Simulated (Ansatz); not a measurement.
Compare A (`CNC(C)O`) with its isomer B (`CN(C)CO`).

Program: Ansatz. Geometries: PBE0-D4/def2-TZVP. ΔE: electronic, gas phase. CCSD(T)/CBS adds triple-zeta CCSD(T) − MP2 to the extrapolated MP2 energy (def2 sets, frozen cores). DFT in def2-TZVPP. B3LYP here is the variant with VWN-RPA as its local correlation; programs differ in this. Each species was taken in one conformer, which may not be the lowest.

Which isomer does CCSD(T)/CBS put lower? Give the gap. (Estimate.)

Computed: A, by 33.7 kJ/mol.

Give E(B) − E(A) in kJ/mol with PBE-D4, B3LYP-D4, MP2/def2-TZVPP, ωB97M-V, CCSD(T)/def2-TZVPP, r2SCAN-D4, PBE0-D4. (Best estimate.)

The calculation gave: PBE-D4 30.1, B3LYP-D4 29.9, MP2/def2-TZVPP 31.7, ωB97M-V 33.2, CCSD(T)/def2-TZVPP 31.8, r2SCAN-D4 32.8, PBE0-D4 31.7. None reverses the order clearly.

Largest T1 diagnostic: 0.010.
